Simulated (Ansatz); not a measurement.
A calculation on CaB6-type CaB6 returned lattice constant a 4.127 Å, cohesive energy 6.42 eV/atom, band gap 0.00 eV.

For reference: lattice constant a 4.151 Å (measured, temperature not stated, no zero-point or thermal correction; as tabulated in Singh (2010), arXiv:1009.1807); band gap 1 eV (measured, temperature not stated, not corrected to a static lattice; as tabulated in Wu et al. (2004), arXiv:cond-mat/0401246).

Task: Which level of theory produced these numbers?
A. r²SCAN (Ansatz, a quantum-chemistry and plane-wave program)
B. PBE0 (Ansatz)
C. LDA (Ansatz)
D. PBEsol (Ansatz)

Result: D, PBEsol (Ansatz)

The others give: r²SCAN 4.137 Å, 6.08 eV/atom, 0.00 eV; PBE0 4.135 Å, 6.01 eV/atom, 1.06 eV; LDA 4.089 Å, 6.85 eV/atom, 0.00 eV.

Unless a cell is named, each level is at its own relaxed cell (LDA 9.76, PBE0 10.10, PBEsol 10.04, r²SCAN 10.11 Å³/atom).

A gap of zero means that the bands touch or overlap. Density-functional gaps are differences of (generalised) Kohn–Sham levels.

Ansatz's density-functional and Hartree–Fock values are scalar-relativistic unless marked +SOC, with PAW data made under PBE.
